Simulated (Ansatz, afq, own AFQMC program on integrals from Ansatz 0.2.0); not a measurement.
Two steps: Ansatz 0.2.0 writes the Fock matrix and Cholesky factors of the valence space, and afq projects on them the lowest state that overlaps trial and start.

```yaml
crystal:
  periodic: [false, false, false]
  atoms:
    - {symbol: B, position_ang: [0.000000, 0.000000, 0.000000]}
    - {symbol: H, position_ang: [0.000000, 0.000000, 1.262771]}
basis:
  gaussian: {orbitals: aug-cc-pVDZ}
magnetization: {spin_polarized: true, initial_magnetization: 2}
correlation: {method: ccsd_t, electrons: outside_noble_gas, hamiltonian_folder: ham}
```

```sh
$ ansatz run in.yaml --threads 1 --pin off --events-out ev --progress --plain --max-ram 15360MiB --backend cuda --devices 0, --max-vram 18GiB
```

Options of the walk:

```
--method phaseless --trial cisd --walkers 4000 --populations 20 --least-time 60 --time-step 0.005 --steps-per-block 50 --equilibration-blocks 28 --max-blocks 4000 --target-error 0.00012 --factor-cut 1e-05 --start spin_pure --seed 9449 --release-times 0.24,0.51,0.99,1.62,2.4 --release-step 0.03 --release-every 3 --taylor-order 6
```

Times are imaginary, in 1/Eh. The walk had a cap of 122 s. With eight or more populations the least sampling time is a fifth of least-time, and the error comes from their spread.

Log:

```
orbitals 31  electrons 3 1  factors 219 of 315
reference energy -25.11000000 Eh
CCSD correlation -0.05766723 Eh in 11 cycles, weight of the determinant in the CISD state 0.9567
energy of the start -25.167666 Eh
 block  time / (1/Eh)  mean weight  energy / Eh
     1     0.250  1.0000  -25.167712
     2     0.500  1.0000  -25.167900
     3     0.750  0.9999  -25.168124
     4     1.000  1.0000  -25.168339
     5     1.250  0.9998  -25.168453
     8     2.000  1.0001  -25.168748
    11     2.750  1.0000  -25.168963
    14     3.500  0.9998  -25.169045
    17     4.250  1.0000  -25.169008
    20     5.000  0.9999  -25.168919
    23     5.750  1.0001  -25.169195
    26     6.500  1.0000  -25.169117
    29     7.250  1.0000  -25.168976
    32     8.000  1.0001  -25.169015
    35     8.750  1.0001  -25.168896
    38     9.500  0.9999  -25.169071
    41    10.250  1.0000  -25.168892
    44    11.000  0.9999  -25.168968
    47    11.750  1.0000  -25.169137
    50    12.500  1.0001  -25.169075
    53    13.250  0.9998  -25.169166
    56    14.000  0.9998  -25.169106
    59    14.750  0.9998  -25.168969
    62    15.500  1.0000  -25.169109
    65    16.250  1.0001  -25.168987
    68    17.000  0.9998  -25.169104
    71    17.750  0.9999  -25.169139
    72    18.000  1.0000  -25.169236
    74    18.500  1.0000  -25.169072
    77    19.250  1.0000  -25.169000
    78    19.500  1.0002  -25.168961
error from the spread of 20 populations
released: time / (1/Eh)  energy / Eh  error  mean overlap
  0.24  -25.169072  0.000018  1.0005
  0.51  -25.169087  0.000018  1.0002
  0.99  -25.169114  0.000016  1.0007
  1.62  -25.169140  0.000016  1.0031
  2.40  -25.169021  0.000137  1.0024
energy -25.169061 +/- 0.000027 Eh
(rows thinned)
```

The run passed its tests (sampling time, drift between the halves within three errors, error under three times the target), which doesn't prove that it has relaxed.

Against this walk (error 0.7 meV) on the same determinant: CCSD(T) 9.2 meV higher, CCSDT(Q) 3.1 meV lower, full CI 3.3 meV lower. The error is statistical and leaves out the bias of the constraint. Released to 1.62 1/Eh the energy lies 2.2 ± 0.9 meV (both errors) below the phaseless value, which shows part or all of the bias of the constraint, and full CI lies 1.1 meV below the released value.

Cautions: constraint bias not in the error; lower spins were not checked.

The walk took 35 s on 1 × NVIDIA H100 80GB HBM3 with 2 threads of AMD EPYC 7R13 Processor (Zen 3) (shared host) (the card was shared). The log's last line is the phaseless energy.

CCSDT and higher add their correlation energy to the determinant of the CCSD(T) run, since their own runs factorise the integrals more tightly (a shift of under 2 meV). A walk keeps the symmetry of its determinant, which the program's search chose and which needn't be the lowest solution, so a lower state of the same spin and another symmetry isn't excluded.
